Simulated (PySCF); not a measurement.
**Atomic charges against the basis set**

CHF₃S.
SMILES with atom numbers: `[F:1][C:2]([F:3])([F:4])[SH:5]` (hydrogens: H6 on S5)

PBE0 throughout (PySCF), one geometry, spherical d and f functions. Isolated species at its PBE0-D3(BJ)/def2-SVP geometry, gas phase. Atoms taken as equivalent share a column and are averaged.

Mulliken charges (e):

```tsv
basis	functions	F1/F3/F4	C2	S5	H6
pcSseg-0	51	-0.304	+0.655	+0.052	+0.204
cc-pVDZ	79	-0.148	+0.391	-0.063	+0.116
pcSseg-1	97	-0.243	+0.639	-0.069	+0.159
aug-cc-pVDZ	128	-0.387	+0.984	+0.009	+0.167
cc-pVTZ	168	-0.138	+0.428	-0.128	+0.114
IGLO-III	194	-0.169	+0.318	+0.202	-0.014
```

IAO charges (e):

```json
{"basis": "pcSseg-0", "functions": "51", "F1/F3/F4": "-0.239", "C2": "+0.637", "S5": "-0.051", "H6": "+0.130"}
{"basis": "cc-pVDZ", "functions": "79", "F1/F3/F4": "-0.263", "C2": "+0.714", "S5": "-0.037", "H6": "+0.112"}
{"basis": "pcSseg-1", "functions": "97", "F1/F3/F4": "-0.267", "C2": "+0.713", "S5": "-0.023", "H6": "+0.113"}
{"basis": "aug-cc-pVDZ", "functions": "128", "F1/F3/F4": "-0.271", "C2": "+0.724", "S5": "-0.031", "H6": "+0.120"}
{"basis": "cc-pVTZ", "functions": "168", "F1/F3/F4": "-0.272", "C2": "+0.731", "S5": "-0.029", "H6": "+0.115"}
{"basis": "IGLO-III", "functions": "194", "F1/F3/F4": "-0.274", "C2": "+0.722", "S5": "-0.013", "H6": "+0.112"}
```

Hirshfeld charges (e):

| basis | functions | F1/F3/F4 | C2 | S5 | H6 |
| --- | --- | --- | --- | --- | --- |
| pcSseg-0 | 51 | -0.092 | +0.243 | -0.039 | +0.072 |
| cc-pVDZ | 79 | -0.082 | +0.232 | -0.051 | +0.064 |
| pcSseg-1 | 97 | -0.090 | +0.244 | -0.042 | +0.068 |
| aug-cc-pVDZ | 128 | -0.090 | +0.233 | -0.026 | +0.064 |
| cc-pVTZ | 168 | -0.086 | +0.234 | -0.038 | +0.063 |
| IGLO-III | 194 | -0.094 | +0.233 | -0.016 | +0.064 |

ESP-fitted charges (e):

```
      basis  functions  F1/F3/F4      C2      S5      H6
   pcSseg-0         51    -0.167  +0.536  -0.315  +0.279
    cc-pVDZ         79    -0.061  +0.147  -0.177  +0.214
   pcSseg-1         97    -0.066  +0.149  -0.183  +0.232
aug-cc-pVDZ        128    -0.058  +0.115  -0.148  +0.206
    cc-pVTZ        168    -0.051  +0.094  -0.146  +0.203
   IGLO-III        194    -0.042  +0.038  -0.112  +0.199
```

Some averages cover members that differ in this geometry, most widely: F1/F3/F4, ESP-fitted in aug-cc-pVDZ -0.083 to -0.007; F1/F3/F4, ESP-fitted in IGLO-III -0.067 to +0.008; F1/F3/F4, ESP-fitted in cc-pVTZ -0.075 to -0.002; F1/F3/F4, ESP-fitted in pcSseg-1 -0.090 to -0.018 e.

Question: Which scheme is steadiest as the basis changes?

Answer: Largest range over the bases for any column: Hirshfeld 0.04 e, IAO 0.09 e, ESP-fitted 0.50 e, Mulliken 0.67 e. Hirshfeld charges move least and Mulliken charges most, counted in e.

Question: How much do the charges still move between the two largest bases, cc-pVTZ and IGLO-III?

Answer: At most, over all atoms: Mulliken 0.330 e, IAO 0.016 e, Hirshfeld 0.023 e, ESP-fitted 0.056 e.

Question: What do the same runs give for the total energy, the frontier levels and the dipole moment?

Answer: 
| basis | energy (Eh) | HOMO (eV) | LUMO (eV) | μ (D) |
| --- | --- | --- | --- | --- |
| pcSseg-0 | -734.6881 | -8.54 | 0.02 | 1.83 |
| cc-pVDZ | -735.9808 | -8.00 | 0.05 | 1.33 |
| pcSseg-1 | -735.9192 | -8.22 | -0.27 | 1.50 |
| aug-cc-pVDZ | -736.0133 | -8.21 | -0.53 | 1.37 |
| cc-pVTZ | -736.1118 | -8.15 | -0.27 | 1.33 |
| IGLO-III | -736.1276 | -8.12 | -0.28 | 1.46 |

The dipole is fixed by the density alone, so its range of 0.50 D shows that the density itself changes with the basis, not only its division among atoms.
